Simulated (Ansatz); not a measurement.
Results of r²SCAN (Ansatz, an electronic-structure program, PAW) for rock-salt HoN.

Excerpt of the program's output:

```
Crystal: 2 atoms, lattice volume = 29.739 Å³
Basis set: ecut = 560 eV, 893 PW (Γ), exchange–correlation on 81×81×81 points (27 copies of the dense FFT grid, shifted against one another)
Bands: 19, of which v1, the nominal top of the filled ones, is band 13 counted from 1 (12 counted from 0)
Symmetry: 48 space group operations
Space group: Fm-3m (ITA 225), of the structure as read, at distance tolerance 3.1e-5 Å
k-points: 256 of 8000
Initial density: superposition of atomic densities (chi_scale 0.1, normalization cell, long waves kept (reshape's long-wave potential 0.00 eV rms))
Functional: x = r2scan, c = r2scan; τ floored in thin density (d = 2e-4 eV/Å³)
spin=Collinear: Kerker preconditioning applied to the charge; magnetization (m = ρ↑ − ρ↓) channel mixes plain (no charge-response kernel on spin).
SCF 1 converged in 25 iterations: F = -11720.675856 eV  dr2 = 6.29e-11
Crystal: 2 atoms, lattice volume = 29.739 Å³
Symmetry: 24 space group operations
k-points: 396 of 8000
Initial density: read from a saved state, or passed on in memory by an earlier SCF of this step, an earlier step, the calling program or the single point that …
Crystal: 2 atoms, lattice volume = 29.739 Å³
Symmetry: 8 space group operations
k-points: 1062 of 8000
SCF converged after 25 iterations
Magnetization: 4.0000 μB (15.0000 up, 11.0000 down)
Free energy (F): -11720.675856 eV
Internal energy: -11720.675798 eV  (E = F + TS)
E sigma→0 (E₀):  -11720.675827 eV
Fermi energy:    14.855876 eV
--- Forces (eV/Å), atoms counted from 1 ---
  atom   1  Ho    -0.00000000     0.00000000     0.00000000
  atom   2  N      0.00000000     0.00000000     0.00000000
--- Stress (GPa, compression-positive) ---
       -6.158562      -0.000000       0.000000
       -0.000000      -6.158562       0.000000
       -0.000000       0.000000      -6.158562
  P = ⅓ Tr σ = -6.1586 GPa (-61.586 kbar)
```

Problem. Write an input file that could have produced this run (the log leaves some choices open).

Solution. This is not unique; one that fits is 
Ansatz 0.2 input:
```yaml
crystal:
  lattice:
    - [0.0, 2.4590328371, 2.4590328371]
    - [2.4590328371, 0.0, 2.4590328371]
    - [2.4590328371, 2.4590328371, 0.0]
  atoms:
    - { symbol: Ho, position: [0.0, 0.0, 0.0], spin: 4.0 }
    - { symbol: N, position: [0.5, 0.5, 0.5], spin: 0.0 }
basis:
  ecutwfc: 560
  ecutrho_ratio: 4
  xc_grid: 3
kpoints:
  mp_grid: { grid: [20, 20, 20] }
hamiltonian:
  xc: r2scan
  dispersion: none
  pseudopotentials: { kind: paw }
scf:
  occupations: { method: fermi_dirac, width: 0.05 }
  convergence: { dr2_threshold: 0.0000000002 }
output:
  forces: true
  stress: true
  eigenvalues: true
magnetization:
  spin_polarized: true
```

The cell is one volume of an energy–volume scan, off the minimum.

The PAW data were made under PBE.

The run is spin-polarised with parallel starting moments, which need not be the measured order.

Note: the magnetic order was assumed, not searched for or taken from measurement. Note: the 4f shell is treated without U or exact exchange, so its levels and filling can be wrong.
